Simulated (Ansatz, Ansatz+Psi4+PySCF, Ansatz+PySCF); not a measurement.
```xyz
6

C     0.0000    0.0244   -0.3710
N     0.0000    0.5939    0.9484
H     0.0000   -0.1866    1.6142
H     0.0000    0.8089   -1.1282
H     0.8774   -0.6203   -0.5317
H    -0.8774   -0.6203   -0.5317
```

Basis set: cc-pVTZ (spherical functions). Left uncorrelated: 2 orbitals. Correlation on ROHF uses semicanonical orbitals with singles. Charge 0, multiplicity 2.

Computed with Ansatz (development build ahead of 0.2.0); each method stands on the lowest determinant of its kind that the runs found.

The atomization energy at this shape (free ground-state atoms in the same class of orbitals less the molecule, no zero-point energy) of doublet CH₄N:

```
      method  atomization energy
ROHF-CCSD(T)            19.97 eV
    ROHF-MP2            19.93 eV
     UHF-MP2            19.90 eV
         UHF            14.67 eV
```

Task: What does ROHF give?

Result: 14.75 eV.
